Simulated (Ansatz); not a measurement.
The same path of BFH2O (5 atoms, charge 0, multiplicity 1) was run twice with different band settings. Lost on the way: B1–O2, B1–H4. Made: O2–H4.

All numbers below come from Ansatz 0.2.0, RKS PBE-D4/def2-SVP.

Relaxed end points:

```xyz
5
Properties=species:S:1:pos:R:3
B 0.385 -0.015 0.084
O 0.578 -0.119 1.419
H -0.263 -0.210 1.907
H 1.341 0.104 -0.651
F -0.857 -0.042 -0.427
```

```xyz
5
Properties=species:S:1:pos:R:3
B -0.251 -0.487 -0.791
O 0.763 0.380 1.320
H 0.517 -0.421 1.825
H 1.482 0.038 0.751
F -1.326 0.208 -0.774
```

Common settings: movable images 5; climbing image yes; spring 5.0 eV/Å²; optimiser quadratic models (default); force threshold 0.03 eV/Å; iteration limit 60; end points relaxed.

| run | start path |
| --- | --- |
| 1 | through a guess of the saddle point |
| 2 | straight line |

Task: What does each run give, and how far can it be trusted?

Result: Run 1: converged after 30 iterations, highest image 4.429 eV above the first end. Neighbouring images differ by up to 2.0 eV, so the band resolves the path poorly. A vibrational analysis at the climbing image gives one clearly imaginary mode, 1211i cm⁻¹: a first-order saddle point.
Run 2: converged after 19 iterations, highest image 4.429 eV above the first end. Neighbouring images differ by up to 2.0 eV, so the band resolves the path poorly. Another band between the same ends (5 images) ends at a top of the same energy, where a vibrational analysis finds 1 clearly imaginary mode.
The orbitals stay closed-shell, which can raise the energy where a bond breaks towards radicals; this wasn't checked here.
